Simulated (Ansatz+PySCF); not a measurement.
Results of a calculation; reference values are marked as such.
## Ansatz (development build ahead of 0.2.0) run

```yaml
crystal:
  periodic: [false, false, false]
  atoms:
    - { symbol: C, position_ang: [0.0, 0.0, -0.69392] }
    - { symbol: C, position_ang: [0.0, 0.0, 0.69392] }
    - { symbol: H, position_ang: [0.23054, -0.90355, -1.25755] }
    - { symbol: H, position_ang: [-0.23054, 0.90355, -1.25755] }
    - { symbol: H, position_ang: [-0.23054, -0.90355, 1.25755] }
    - { symbol: H, position_ang: [0.23054, 0.90355, 1.25755] }
basis:
  gaussian: { orbitals: cc-pVTZ }
total_charge: 1
magnetization:
  spin_polarized: true
  initial_magnetization: 1
hamiltonian:
  xc: hf
correlation:
  method: mp2
  frozen_orbitals: { C: 1, H: 0 }
output:
  forces: true
```

The input is written out in the form of the current development build from the run's settings.

Results

```
Converged                                                          : yes
Reference energy                                                   : -77.73804 hartree
Correlation energy                                                 : -0.27503 hartree
Total energy                                                       : -78.01307 hartree
Spin squared of the determinant                                    : 0.761
Stability test                                                     : minimum
Occupied orbitals by symmetry in an Abelian subgroup (alpha; beta) : 3 A 2 B1 1 B2 2 B3; 3 A 2 B1 1 B2 1 B3
```

Forces (eV/Å):
```
atom      Fx      Fy      Fz
  C1   0.000   0.000  -0.558
  C2   0.000   0.000   0.558
  H3  -0.111   0.082   0.132
  H4   0.111  -0.082   0.132
  H5   0.111   0.082  -0.132
  H6  -0.111  -0.082  -0.132
```

Caution: MP2 on this radical cation hangs on the determinant chosen.
